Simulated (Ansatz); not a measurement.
# Si2H5Cl (SMILES [SiH3][SiH2]Cl): levels of theory compared

We compute a comparison of 4 runs (HF/cc-pVDZ, PBE/cc-pVDZ, RPA@PBE0/cc-pVDZ, MP2/cc-pVDZ) of Si2H5Cl. 

The results are computed with Ansatz 0.2.0.

59 further runs of the same task are left out: 59 set aside as unsound or not needed.

### 1 The system as given

Si2H5Cl has 8 atoms, charge 0, and is taken as a singlet. As SMILES, `[SiH3][SiH2]Cl`. The Si2–H7 distance was set to 1.708 Å, away from the relaxed value.

Bond lengths: Si1–Si2 2.338 Å, Si2–Cl3 2.065 Å, Si1–H4 1.488 Å, Si1–H5 1.486 Å, Si1–H6 1.486 Å, Si2–H8 1.485 Å. Angles: Si1–Si2–Cl3 108.7°, Si1–Si2–H8 111.8°, Cl3–Si2–H8 107.7°, Si2–Si1–H4 109.6°, Si2–Si1–H5 109.6°, Si2–Si1–H6 109.6°, H4–Si1–H5 109.3°, H4–Si1–H6 109.3°, H5–Si1–H6 109.5°. A long bond or contact: Si2–H7 1.708 Å.

### 2 The energy at HF/cc-pVDZ (run 1)

Input file in.yaml:

```yaml
crystal:
  periodic: [false, false, false]
  atoms:
    - {symbol: Si, position_ang: [-0.614201, 0.984421, -0.565162]}
    - {symbol: Si, position_ang: [0.665699, -0.836179, 0.151038]}
    - {symbol: Cl, position_ang: [2.523899, -0.150279, 0.733138]}
    - {symbol: H, position_ang: [-1.960701, 0.512721, -0.987862]}
    - {symbol: H, position_ang: [0.057999, 1.643321, -1.714862]}
    - {symbol: H, position_ang: [-0.762201, 1.958321, 0.547238]}
    - {symbol: H, position_ang: [-0.041800, -1.622800, 1.491400]}
    - {symbol: H, position_ang: [0.869499, -1.828279, -0.934762]}
basis:
  gaussian:
    orbitals: cc-pVDZ
total_charge: 0
hamiltonian:
  xc: hf
accuracy: high
output:
  orbitals: {seedname: orbitals}
```

Command:

```sh
$ ansatz run in.yaml --threads 1 --pin off --max-ram 3480MiB --events-out events.jsonl --progress --plain --runs-dir runs
```

The log of the run:

```text
Warning: RAYON_NUM_THREADS=1 ignored (pool sized by the plan → 1); use --threads N
Functional definition: HF
  name "HF"
  exchange = exact_x
  correlation = 0
1849 factors; integrals over basis functions are off by at most 3.9e-9 eV
mean field evaluation 1: about -28306.8647 eV, gradient 1.5e1 eV
mean field evaluation 2: about -28306.8783 eV, gradient 1.5e1 eV
mean field evaluation 4: about -28308.0824 eV, gradient 1.8e0 eV
mean field evaluation 8: about -28308.0995 eV, gradient 2.1e-4 eV
mean field -28308.09951958 eV, -1040.3034694255 hartree, gradient 3.8e-8 eV, S^2 0.000000; 0 other end points of the search recorded, 0 dependent functions left out
reference -28308.09951958 eV, -1040.3034694255 hartree; 25, 25 occupied and 54, 54 virtual orbitals, 1849 factors
Total energy: -28308.09951958 eV, -1040.3034694255 hartree
```

Run time: 2.6 s. Hardware: 1 thread of Arm Neoverse V1, shared host; peak memory 0.22 GiB.

### 3 A single-point energy at PBE/cc-pVDZ (run 2)

Input file molecule.yaml:

```yaml
crystal:
  periodic: [false, false, false]
  atoms:
    - symbol: Si
      position_ang: [-0.614201, 0.984421, -0.565162]
    - symbol: Si
      position_ang: [0.665699, -0.836179, 0.151038]
    - symbol: Cl
      position_ang: [2.523899, -0.150279, 0.733138]
    - symbol: H
      position_ang: [-1.960701, 0.512721, -0.987862]
    - symbol: H
      position_ang: [0.057999, 1.643321, -1.714862]
    - symbol: H
      position_ang: [-0.762201, 1.958321, 0.547238]
    - symbol: H
      position_ang: [-0.041800, -1.622800, 1.491400]
    - symbol: H
      position_ang: [0.869499, -1.828279, -0.934762]
basis:
  gaussian: {orbitals: cc-pVDZ}
accuracy: high
hamiltonian: {xc: {name: PBE}}
output: {orbitals: {seedname: orbitals}}
```

Command:

```sh
$ ansatz run molecule.yaml --threads 1 --pin off --max-ram 3480MiB --events-out events.jsonl --progress --plain --runs-dir runs
```

The log of the run:

```text
Warning: RAYON_NUM_THREADS=1 ignored (pool sized by the plan → 1); use --threads N
Functional definition: PBE
  name "PBE"
  parameter kappa = 0.804
  parameter beta = 0.06672455060314922
  exchange = pbe_x(kappa = kappa, mu = beta*pi^2/3)
  correlation = pbe_c(beta = beta)
1849 factors; integrals over basis functions are off by at most 3.9e-9 eV
mean field evaluation 1: about -28345.4354 eV, gradient 1.5e1 eV
mean field evaluation 2: about -28346.0768 eV, gradient 8.7e0 eV
mean field evaluation 4: about -28346.3315 eV, gradient 7.6e-1 eV
mean field evaluation 8: about -28346.3257 eV, gradient 1.6e-2 eV
mean field evaluation 16: about -28346.3257 eV, gradient 4.5e-6 eV
mean field -28346.32567166 eV, -1041.7082546039 hartree, gradient 5.4e-8 eV, S^2 0.000000; 0 other end points of the search recorded, 0 dependent functions left out
reference -28346.32567523 eV, -1041.7082547351 hartree; 25, 25 occupied and 54, 54 virtual orbitals, 1849 factors
Total energy: -28346.32567523 eV, -1041.7082547351 hartree
```

Wall time 6 s (1 thread of Arm Neoverse V1, shared host); peak memory 0.2 GiB.

### 4 A single-point energy at RPA@PBE0/cc-pVDZ (run 3)

Input file run.yaml:

```yaml
crystal:
  periodic: [false, false, false]
  atoms:
    - {symbol: Si, position_ang: [-0.614201, 0.984421, -0.565162]}
    - {symbol: Si, position_ang: [0.665699, -0.836179, 0.151038]}
    - {symbol: Cl, position_ang: [2.523899, -0.150279, 0.733138]}
    - {symbol: H, position_ang: [-1.960701, 0.512721, -0.987862]}
    - {symbol: H, position_ang: [0.057999, 1.643321, -1.714862]}
    - {symbol: H, position_ang: [-0.762201, 1.958321, 0.547238]}
    - {symbol: H, position_ang: [-0.041800, -1.622800, 1.491400]}
    - {symbol: H, position_ang: [0.869499, -1.828279, -0.934762]}
basis:
  gaussian: {orbitals: cc-pVDZ}
magnetization: {spin_polarized: false}
hamiltonian: {xc: {name: PBE0}}
correlation: {method: rpa, frozen_orbitals: {Cl: 5, H: 0, Si: 5}}
accuracy: high
```

Command:

```sh
$ ansatz run run.yaml --threads 1 --pin off --max-ram 3480MiB --events-out events.jsonl --progress --plain --runs-dir runs
```

The log of the run:

```text
Warning: RAYON_NUM_THREADS=1 ignored (pool sized by the plan → 1); use --threads N
Functional definition: PBE0
  name "PBE0"
  parameter a = 0.25
[... 2 set-up lines as earlier in the session ...]
  exchange = (1 - a)*pbe_x(kappa = kappa, mu = beta*pi^2/3) + a*exact_x
[... 1 set-up line as earlier in the session ...]
1849 factors; integrals over basis functions are off by at most 3.9e-9 eV
mean field evaluation 1: about -28348.7234 eV, gradient 9.9e0 eV
mean field evaluation 2: about -28348.8529 eV, gradient 9.8e0 eV
mean field evaluation 4: about -28349.1585 eV, gradient 1.7e0 eV
mean field evaluation 8: about -28349.1684 eV, gradient 1.4e-2 eV
mean field evaluation 16: about -28349.1684 eV, gradient 1.1e-6 eV
mean field -28349.16839458 eV, -1041.8127227443 hartree, gradient 5.7e-8 eV, S^2 0.000000; 0 other end points of the search recorded, 0 dependent functions left out
15 core orbitals not correlated: weight in the atoms' cores, before any rotation towards them, 1.000 or more for the frozen orbitals, at most 0.000 for the correlated occupied ones
reference -28307.61576016 eV, -1040.2856915949 hartree; 10, 10 occupied and 54, 54 virtual orbitals, 1849 factors
Total energy: -28323.05937043 eV, -1040.8532338041 hartree
```

Run time: 13 s. Hardware: 1 thread of Arm Neoverse V1, shared host; peak memory 0.27 GiB.

### 5 A single-point energy at MP2/cc-pVDZ (run 4)

Edit in.yaml of step 2 so:

```diff
@@ -14,7 +14,5 @@
     orbitals: cc-pVDZ
-total_charge: 0
-hamiltonian:
-  xc: hf
+correlation:
+  method: mp2
+  frozen_orbitals: {Cl: 5, H: 0, Si: 5}
 accuracy: high
-output:
-  orbitals: {seedname: orbitals}
```

Command:

```sh
$ ansatz run in.yaml --threads 1 --pin off --max-ram 3480MiB --events-out events.jsonl --progress --plain --runs-dir runs
```

The log of the run:

```text
Warning: RAYON_NUM_THREADS=1 ignored (pool sized by the plan → 1); use --threads N
[... 4 set-up lines as earlier in the session ...]
1849 factors; integrals over basis functions are off by at most 3.9e-9 eV
mean field evaluation 1: about -28306.8647 eV, gradient 1.5e1 eV
mean field evaluation 2: about -28306.8783 eV, gradient 1.5e1 eV
mean field evaluation 4: about -28308.0824 eV, gradient 1.8e0 eV
mean field evaluation 8: about -28308.0995 eV, gradient 2.1e-4 eV
mean field -28308.09951958 eV, -1040.3034694255 hartree, gradient 3.8e-8 eV, S^2 0.000000; 0 other end points of the search recorded, 0 dependent functions left out
15 core orbitals not correlated: weight in the atoms' cores, before any rotation towards them, 1.000 or more for the frozen orbitals, at most 0.000 for the correlated occupied ones
reference -28308.09951958 eV, -1040.3034694255 hartree; 10, 10 occupied and 54, 54 virtual orbitals, 1849 factors
second order -9.21584522 eV of doubles, -0.00000000 eV of singles
Total energy: -28317.31536480 eV, -1040.6421454906 hartree
```

Wall time 3 s (1 thread of Arm Neoverse V1, shared host); peak memory 0.22 GiB.

### 6 All runs side by side

```
run             level  frozen core orbitals   energy (Eh)  wall time
  1        HF/cc-pVDZ                     –  -1040.303469      2.6 s
  2       PBE/cc-pVDZ                     –  -1041.708255        6 s
  3  RPA@PBE0/cc-pVDZ                    15  -1040.853234       13 s
  4       MP2/cc-pVDZ                    15  -1040.642145        3 s
```

### 7 What came out

| quantity | value |
| --- | --- |
| run 4: total energy | -1040.64215 Eh |
| run 4: correlation energy (15 core orbitals frozen) | -338.7 mEh |

All runs together took 25 s, the longest 13 s.
